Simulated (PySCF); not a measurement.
**OH− (SMILES [OH-]) at 5 levels**

We compute a comparison of 5 runs (HF/pcseg-2, B3LYP/6-31G*, B3LYP/6-31+G*, B3LYP/6-311+G**, CAM-B3LYP/aug-cc-pVDZ) of OH−. The job is set up through a Python script.

Program for the calculation: PySCF 2.14.0.

**1. Starting point**

The species is OH− (2 atoms), meant as a singlet with charge -1. As SMILES, `[OH-]`. The coordinates come from a PBE0-D4/def2-TZVPD relaxation.

Bond lengths: O1–H2 0.964 Å.

**2. Energy and forces at HF/pcseg-2 (run 1)**

File calc.py:

```python
from pyscf import gto, scf

molecule = gto.M(
    atom=[
    ('O', (0.411800, -0.131800, 0.212500)),
    ('H', (-0.411800, 0.131800, -0.212500)),
],
    charge=-1,
    basis='pcseg-2',
    verbose=3,
    max_memory=1860,
)

hf = scf.RHF(molecule)
hf.conv_tol = 1e-10
hf.kernel()
if not hf.converged:
    hf = hf.newton().run(hf.mo_coeff, hf.mo_occ)

e_tot = hf.e_tot
print('Final energy', e_tot)
grad = hf.nuc_grad_method().kernel()
dip = hf.dip_moment()
pop, q = hf.mulliken_pop()
```

On the command line:

```console
OMP_NUM_THREADS=1 python calc.py
```

The log of the run:

```text
converged SCF energy = -75.4029842929477
Final energy -75.40298429294765
--------------- RHF gradients ---------------
         x                y                z
0 O     0.0178021079    -0.0056977120     0.0091863718
1 H    -0.0178021079     0.0056977120    -0.0091863718
----------------------------------------------

WARN: System has nonzero charge -1; the dipole moment is origin-dependent.
Location of origin: [0. 0. 0.]

Dipole moment(X, Y, Z, Debye): -2.94511,  0.94261, -1.51976
 ** Mulliken pop  **
pop of  0 O 1s            1.99841
pop of  0 O 2s            0.62065
pop of  0 O 3s            0.81261
pop of  0 O 4s            0.43122
pop of  0 O 2px           0.56662
pop of  0 O 2py           0.68973
pop of  0 O 2pz           0.66726
pop of  0 O 3px           0.58416
pop of  0 O 3py           0.71225
pop of  0 O 3pz           0.68887
pop of  0 O 4px           0.31880
pop of  0 O 4py           0.51134
pop of  0 O 4pz           0.47619
pop of  0 O 3dxy          0.00032
pop of  0 O 3dyz          0.00009
pop of  0 O 3dz^2         0.00012
pop of  0 O 3dxz          0.00068
pop of  0 O 3dx2-y2       0.00053
pop of  0 O 4dxy          0.00149
pop of  0 O 4dyz          0.00045
pop of  0 O 4dz^2         0.00068
pop of  0 O 4dxz          0.00280
pop of  0 O 4dx2-y2       0.00222
pop of  0 O 4f-3          0.00013
pop of  0 O 4f-2          0.00010
pop of  0 O 4f-1          0.00001
pop of  0 O 4f+0          0.00009
pop of  0 O 4f+1          0.00007
pop of  0 O 4f+2          0.00016
pop of  0 O 4f+3          0.00010
pop of  1 H 1s            0.41862
pop of  1 H 2s            0.35407
pop of  1 H 3s            0.03198
pop of  1 H 2px           0.00912
pop of  1 H 2py           0.00358
pop of  1 H 2pz           0.00459
pop of  1 H 3px           0.02436
pop of  1 H 3py           0.02933
pop of  1 H 3pz           0.02842
pop of  1 H 3dxy          0.00181
pop of  1 H 3dyz          0.00059
pop of  1 H 3dz^2         0.00112
pop of  1 H 3dxz          0.00230
pop of  1 H 3dx2-y2       0.00196
 ** Mulliken atomic charges  **
charge of    0O =     -1.08814
charge of    1H =      0.08814
```

It took 2.3 s on 1 thread of Intel Xeon at 2.50GHz (Skylake/Cascade Lake), shared host; peak memory 0.13 GiB.

**3. Energy and gradient at B3LYP/6-31G(d) (Cartesian functions) (run 2)**

File run.py:

```python
import pyscf.grad
from pyscf import gto, dft

mol = gto.Mole()
mol.atom = [
    ('O', (0.411800, -0.131800, 0.212500)),
    ('H', (-0.411800, 0.131800, -0.212500)),
]
mol.verbose = 4
mol.max_memory = 1860
mol.cart = True
mol.basis = '6-31g*'
mol.charge = -1
mol.build()

mf = dft.RKS(mol)
mf.xc = 'b3lyp'
mf.grids.level = 5
mf.conv_tol = 1e-10
mf.kernel()
if not mf.converged:
    mf = mf.newton().run(mf.mo_coeff, mf.mo_occ)

e_final = mf.e_tot
print('E = %.10f Eh' % e_final)
grad = mf.Gradients().kernel()
dip = mf.dip_moment()
pop, q = mf.mulliken_pop()
```

On the command line:

```console
OMP_NUM_THREADS=1 python run.py
```

The log of the run:

```text
PySCF version 2.14.0

[INPUT] num. atoms = 2
[INPUT] num. electrons = 10
[INPUT] charge = -1
[INPUT] spin (= nelec alpha-beta = 2S) = 0
[INPUT] symmetry False subgroup None
[INPUT] Mole.unit = angstrom
[INPUT] Cartesian GTO integrals (6d 10f)
[INPUT] Symbol           X                Y                Z      unit          X                Y                Z       unit  Magmom
[INPUT]  1 O      0.411800000000  -0.131800000000   0.212500000000 AA    0.778189218096  -0.249065903218   0.401566801470 Bohr   0.0
[INPUT]  2 H     -0.411800000000   0.131800000000  -0.212500000000 AA   -0.778189218096   0.249065903218  -0.401566801470 Bohr   0.0

nuclear repulsion = 4.39356704194782
number of shells = 8
number of NR pGTOs = 32
number of NR cGTOs = 17
basis = 6-31g*
ecp = {}

[... 49 lines left out ...]
converged SCF energy = -75.7203232665477
[... 2 lines left out ...]
******** <class 'pyscf.grad.rks.Gradients'> for <class 'pyscf.dft.rks.RKS'> ********
unit = Eh/Bohr
grid_response = False
--------------- RKS gradients ---------------
         x                y                z
0 O    -0.0176184181     0.0056386833    -0.0090922122
1 H     0.0176189467    -0.0056390922     0.0090918509
----------------------------------------------

WARN: System has nonzero charge -1; the dipole moment is origin-dependent.
Location of origin: [0. 0. 0.]

Dipole moment(X, Y, Z, Debye): -2.59096,  0.82926, -1.33701
 ** Mulliken pop  **
pop of  0  O 1s           1.99301
pop of  0  O 2s           0.85517
pop of  0  O 3s           1.15136
pop of  0  O 2px          0.81627
pop of  0  O 2py          1.03407
pop of  0  O 2pz          0.99431
pop of  0  O 3px          0.59496
pop of  0  O 3py          0.90438
pop of  0  O 3pz          0.84790
pop of  0  O 3dxx         0.00201
pop of  0  O 3dxy         0.00252
pop of  0  O 3dxz         0.00494
pop of  0  O 3dyy        -0.02503
pop of  0  O 3dyz         0.00075
pop of  0  O 3dzz        -0.02092
pop of  1  H 1s           0.51721
pop of  1  H 2s           0.32709
 ** Mulliken atomic charges  **
charge of    0O =     -1.15569
charge of    1H =      0.15569
```

Wall time 3.9 s (1 thread of Intel Xeon at 2.50GHz (Skylake/Cascade Lake), shared host); peak memory 0.25 GiB.

Run 3 isn't shown in full; the table further down has it.

**4. Energy and gradient at B3LYP/6-311+G(d,p) (run 4)**

File input.py:

```python
from pyscf import gto, dft

mol = gto.M(
    atom='O 0.411800 -0.131800 0.212500; H -0.411800 0.131800 -0.212500',
    max_memory=1860,
    charge=-1,
    basis='6-311+g**',
    verbose=3,
)

mf = dft.RKS(mol, xc='b3lyp')
mf.conv_tol = 1e-10
mf.grids.level = 5
mf.kernel()
if not mf.converged:
    mf = mf.newton().run(mf.mo_coeff, mf.mo_occ)

energy = mf.e_tot
print('Final energy', energy)
grad = mf.nuc_grad_method().kernel()
mf.analyze()
```

On the command line:

```console
OMP_NUM_THREADS=1 python input.py
```

The log of the run:

```text
converged SCF energy = -75.8273251958154
Final energy -75.82732519581539
--------------- RKS gradients ---------------
         x                y                z
0 O    -0.0021334640     0.0006827958    -0.0011010867
1 H     0.0021336383    -0.0006828875     0.0011010129
----------------------------------------------
**** MO energy ****
MO #1   energy= -18.7597614536284  occ= 2
MO #2   energy= -0.592171954482211 occ= 2
MO #3   energy= -0.0910538446387861 occ= 2
MO #4   energy= 0.0468387456501906 occ= 2
MO #5   energy= 0.0468387477352156 occ= 2
MO #6   energy= 0.295157053736339  occ= 0
MO #7   energy= 0.37873251262374   occ= 0
MO #8   energy= 0.386038794401092  occ= 0
MO #9   energy= 0.3860387949496    occ= 0
MO #10  energy= 0.412594680930228  occ= 0
MO #11  energy= 0.773035621875209  occ= 0
MO #12  energy= 1.28252922869383   occ= 0
MO #13  energy= 1.3205894155655    occ= 0
MO #14  energy= 1.32058941765984   occ= 0
MO #15  energy= 1.5676160987059    occ= 0
MO #16  energy= 1.67237461604625   occ= 0
MO #17  energy= 1.67237461608516   occ= 0
MO #18  energy= 2.32899185919903   occ= 0
MO #19  energy= 2.75472805809137   occ= 0
MO #20  energy= 3.19385767149151   occ= 0
MO #21  energy= 3.19385767310219   occ= 0
MO #22  energy= 3.48484398348015   occ= 0
MO #23  energy= 3.48484398467644   occ= 0
MO #24  energy= 4.14689104231159   occ= 0
MO #25  energy= 5.28779003622734   occ= 0
MO #26  energy= 5.28779004161699   occ= 0
MO #27  energy= 5.78560561631547   occ= 0
MO #28  energy= 50.1519668405753   occ= 0
 ** Mulliken atomic charges  **
charge of    0O =     -1.24385
charge of    1H =      0.24385

WARN: System has nonzero charge -1; the dipole moment is origin-dependent.
Location of origin: [0. 0. 0.]

Dipole moment(X, Y, Z, Debye): -3.05078,  0.97643, -1.57429
```

Run time: 4.8 s. Hardware: 1 thread of Intel Xeon at 2.50GHz (Skylake/Cascade Lake), shared host; peak memory 0.34 GiB.

**5. Energy and forces at CAM-B3LYP/aug-cc-pVDZ (run 5)**

File input.py:

```python
# [OH-]
from pyscf import gto, dft

system = gto.M(
    atom=[
    ('O', (0.411800, -0.131800, 0.212500)),
    ('H', (-0.411800, 0.131800, -0.212500)),
],
    charge=-1,
    verbose=4,
    basis='aug-cc-pvdz',
    max_memory=1860,
)

mf = dft.RKS(system, xc='cam-b3lyp')
mf.conv_tol = 1e-10
mf.grids.level = 5
mf.kernel()
if not mf.converged:
    mf = mf.newton().run(mf.mo_coeff, mf.mo_occ)

e_tot = mf.e_tot
print('Final energy', e_tot)
grad = mf.nuc_grad_method().kernel()
mf.analyze()
```

On the command line:

```console
OMP_NUM_THREADS=1 python input.py
```

The log of the run:

```text
PySCF version 2.14.0

[INPUT] num. atoms = 2
[INPUT] num. electrons = 10
[INPUT] charge = -1
[INPUT] spin (= nelec alpha-beta = 2S) = 0
[INPUT] symmetry False subgroup None
[INPUT] Mole.unit = angstrom
[INPUT] Symbol           X                Y                Z      unit          X                Y                Z       unit  Magmom
[INPUT]  1 O      0.411800000000  -0.131800000000   0.212500000000 AA    0.778189218096  -0.249065903218   0.401566801470 Bohr   0.0
[INPUT]  2 H     -0.411800000000   0.131800000000  -0.212500000000 AA   -0.778189218096   0.249065903218  -0.401566801470 Bohr   0.0

nuclear repulsion = 4.39356704194782
number of shells = 13
number of NR pGTOs = 46
number of NR cGTOs = 32
basis = aug-cc-pvdz
ecp = {}

[... 34 lines left out ...]
WARN: HOMO 0.230357864646012 == LUMO 0.230357865047077
[... 33 lines left out ...]
Nuclear Repulsion Energy =               4.393567041947824
[... 3 lines left out ...]
DFT Exchange-Correlation Energy =       -9.093513192360739
[... 5 lines left out ...]
MO #4   energy= -0.0247439831177583 occ= 2
[... 3 lines left out ...]
MO #8   energy= 0.37568041106217   occ= 0
[... 3 lines left out ...]
MO #12  energy= 0.579333433157768  occ= 0
[... 3 lines left out ...]
MO #16  energy= 1.17839421112459   occ= 0
[... 3 lines left out ...]
MO #20  energy= 1.4640255702505    occ= 0
[... 3 lines left out ...]
MO #24  energy= 2.18100327284228   occ= 0
[... 3 lines left out ...]
MO #28  energy= 3.63134199196521   occ= 0
[... 3 lines left out ...]
MO #32  energy= 4.17289804069048   occ= 0
[... 2 lines left out ...]
pop of  0 O 1s            1.99996
pop of  0 O 2s            1.80109
pop of  0 O 3s            0.01383
pop of  0 O 4s            0.00256
pop of  0 O 2px           1.55935
pop of  0 O 2py           1.88247
pop of  0 O 2pz           1.82348
pop of  0 O 3px           0.01633
pop of  0 O 3py           0.04596
pop of  0 O 3pz           0.04055
pop of  0 O 4px           0.00332
pop of  0 O 4py           0.00753
pop of  0 O 4pz           0.00676
pop of  0 O 3dxy          0.00146
pop of  0 O 3dyz          0.00047
pop of  0 O 3dz^2         0.00088
pop of  0 O 3dxz          0.00195
pop of  0 O 3dx2-y2       0.00164
pop of  0 O 4dxy          0.00017
pop of  0 O 4dyz          0.00006
pop of  0 O 4dz^2         0.00013
pop of  0 O 4dxz          0.00015
pop of  0 O 4dx2-y2       0.00014
pop of  1 H 1s            0.72904
pop of  1 H 2s            0.00881
pop of  1 H 3s            0.00277
pop of  1 H 2px           0.00567
pop of  1 H 2py           0.01373
pop of  1 H 2pz           0.01226
pop of  1 H 3px           0.00462
pop of  1 H 3py           0.00659
pop of  1 H 3pz           0.00623
 ** Mulliken atomic charges  **
charge of    0O =     -1.21026
charge of    1H =      0.21026

WARN: System has nonzero charge -1; the dipole moment is origin-dependent.
Location of origin: [0. 0. 0.]

Dipole moment(X, Y, Z, Debye): -2.78686,  0.89196, -1.43809
```

It took 4.8 s on 1 thread of Intel Xeon at 2.50GHz (Skylake/Cascade Lake), shared host; peak memory 0.37 GiB.

**6. The series**

| run | level | Cartesian functions | integration grid | energy (Eh) | HOMO energy (eV) | LUMO energy (eV) | HOMO–LUMO gap (eV) | wall time |
| --- | --- | --- | --- | --- | --- | --- | --- | --- |
| 1 | HF/pcseg-2 | no | – | -75.402984 | -2.49 | 9.26 | 11.74 | 2.3 s |
| 2 | B3LYP/6-31G* (Cartesian functions) | yes | 5 | -75.720323 | 4.41 | 11.37 | 6.96 | 3.9 s |
| 3 | B3LYP/6-31+G* (spherical functions) | no | 5 | -75.795259 | 1.33 | 8.31 | 6.99 | 3.9 s |
| 4 | B3LYP/6-311+G** | no | 5 | -75.827325 | 1.27 | 8.03 | 6.76 | 4.8 s |
| 5 | CAM-B3LYP/aug-cc-pVDZ | no | 5 | -75.789767 | -0.67 | 4.72 | 5.39 | 4.8 s |

**7. Summary of results**

| quantity | value |
| --- | --- |
| run 5: total energy | -75.78977 Eh |
| run 5: HOMO energy | -0.67 eV |
| run 5: LUMO energy | 4.72 eV |
| run 5: HOMO–LUMO gap (to an unbound level, set by the basis) | 5.39 eV |
| run 5: largest force on an atom | 0.162 eV/Å |

The HOMO–LUMO gap runs from 5.39 eV (CAM-B3LYP/aug-cc-pVDZ) to 11.74 eV (HF/pcseg-2). The two ends differ in method and basis. The empty levels of an anion lie above zero and hang on the basis. Totals of different functionals can't be ranked against each other. In runs 2, 3, 4 the HOMO lies above zero, so the outermost electron may be held by the basis alone. All runs together took 20 s, the longest 4.8 s.
